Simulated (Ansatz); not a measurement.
Isolated molecules relaxed with PBE0-D4/def2-TZVP in Ansatz; ΔE leaves out vibrations. CCSD(T)/CBS adds triple-zeta CCSD(T) − MP2 to the extrapolated MP2 energy (def2 sets, frozen cores). This one scheme is used for every species. Functionals use def2-TZVPP. Each species was taken in one conformer, which may not be the lowest.

`C[Si]S` + HCl → `C[Si]Cl` + H₂S  (ligand exchange at the Si–S bond)

```json
{"level": "PBE", "ΔE (kJ/mol)": "-13.3"}
{"level": "CCSD(T)/def2-SVP", "ΔE (kJ/mol)": "-16.1"}
```

Problem. What does CCSD(T)/CBS give? (Best estimate.)

Solution. The calculation gave: -17.5 kJ/mol. The listed levels differ from it by 4.2, 1.4 kJ/mol.

Largest T1 diagnostic among the species: 0.014.

In def2-TZVPP, CCSD(T) changes the Hartree–Fock value by +13.1 kJ/mol (the triples alone add +2.8 kJ/mol) and MP2 by +14.3 kJ/mol. From BLYP to BHLYP (50 % exact exchange), in def2-TZVPP and without D4, ΔE moves by −3.5 kJ/mol.
